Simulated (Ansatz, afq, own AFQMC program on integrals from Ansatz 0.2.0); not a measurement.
Where AFQMC and coupled cluster stand for AlNH, quartet

| atom | x (Å) | y (Å) | z (Å) |
| --- | --- | --- | --- |
| Al | 0.0000 | -0.0920 | 0.5427 |
| N | 0.0000 | 0.0945 | -1.1337 |
| H | 0.0000 | 1.1494 | 1.2261 |

Connectivity, by distances: AlH–N.

Basis cc-pVDZ. Only valence electrons are correlated. AFQMC by an in-house program on the Cholesky factors that Ansatz 0.2.0 writes for its CCSD(T) run. ph-AFQMC/CISD is guided by a CISD state made of CCSD amplitudes; releasing the constraint for a short imaginary time cuts its bias at the price of noise, slowly where states lie close. Free projection: walkers drawn from exp(T), propagated without any constraint. Its projection time is finite, and what remains of the start isn't in its error. Uncertainties: one standard error, sampling alone.

Determinant: UHF, the one that the program's search chose, which needn't be the lowest solution. The geometry is a point of a scan.

No full CI on the walks' own integrals is used here; CCSDT(Q) serves as the reference and is uncertain by about the last step of the cluster series.

Cautions: lower spins were not checked.

The T1 diagnostic is 0.0262, the weight of the determinant in the CISD state is 0.915 and the ⟨S²⟩ of the determinant is 3.761. The size of the correlated space is 9 electrons in 31 orbitals.

Reference: CCSDT(Q), correlation energy -4.663 eV. The released energy is read at 2.40 1/Eh (meV from the phaseless value at times in 1/Eh: -1 ± 6 at 0.24, -23 ± 9 at 0.51, -8 ± 12 at 0.99, -47 ± 17 at 1.62, -25 ± 15 at 2.40).

| level | E − E(reference) (meV) | share of correlation (%) |
| --- | --- | --- |
| HF | 4663.3 | 0.00 |
| MP2 | 896.3 | 80.78 |
| CCSD | 116.9 | 97.49 |
| CCSD(T) | 29.1 | 99.38 |
| CCSDT | 6.4 | 99.86 |
| ph-AFQMC/HF | 39.6 ± 27.5 | 99.15 |
| ph-AFQMC/CISD | 26.0 ± 7.6 | 99.44 |
| released AFQMC | 1.1 ± 14.6 | 99.98 |
| free AFQMC | 1.4 ± 13.2 | 99.97 |

Free projections are given only where their last times agree within the noise and don't stop above the reference; a slow remainder of the start can still hide under it. A walk keeps the symmetry of its determinant, which the program's search chose and which needn't be the lowest solution, so a lower state of the same spin and another symmetry isn't excluded. Released energies are given only where the last usable release times agree within the noise; a slower fall can still hide under it.
